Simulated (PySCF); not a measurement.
Structure problem from calculated spectra and properties.

Formula: CH3P.

| Property | Result |
| --- | --- |
| Polarisability | 39.1 au [wB97X-D/def2-SVPD] |
| Dipole | 0.99 D [wB97X-D/def2-SVPD] |
| UV, strongest line | among the 8 lowest singlet transitions: S2 at 5.87 eV (211 nm, f = 0.217) [TDDFT wB97X-D/def2-SVPD] |
| XPS | P2p3/2 136.7, C1s 290.7, P1s 2150.2 eV [ΔSCF SCAN, pcX-2 on the ionised atom, pcseg-1 elsewhere, spin-free X2C, 2p3/2 from a spin–orbit splitting computed afterwards within the 2p shell] |
| Triplet | lowest triplet excitation (Tamm–Dancoff): 3.02 eV [TDA wB97X-D/def2-SVPD] |
| UV, first state | lowest singlet excitation: 4.74 eV (262 nm, f = 0.010) [TDDFT wB97X-D/def2-SVPD] |
| Rotational structure | rotational constants A, B, C: 141.951, 16.558, 14.828 GHz [GFN2-xTB] |

Gas-phase values; electronic properties from PySCF, density fitting. Levels stand in brackets. Geometry: GFN2-xTB; no solvent, vibrations or thermal averaging.

**Question.** Give a SMILES that accounts for the data.

**Answer.** The core levels belong to: P2p3/2 136.7 eV, phosphorus bonded to C and H; C1s 290.7 eV, carbon bonded to P and 2 H; P1s 2150.2 eV, phosphorus bonded to C and H. The hole state at 290.7 eV has ⟨S²⟩ = 0.84 against 0.75, so that value is less sure. The optimised geometry has point group Cs and is an asymmetric top. Structure: CH2PH, `C=P`.
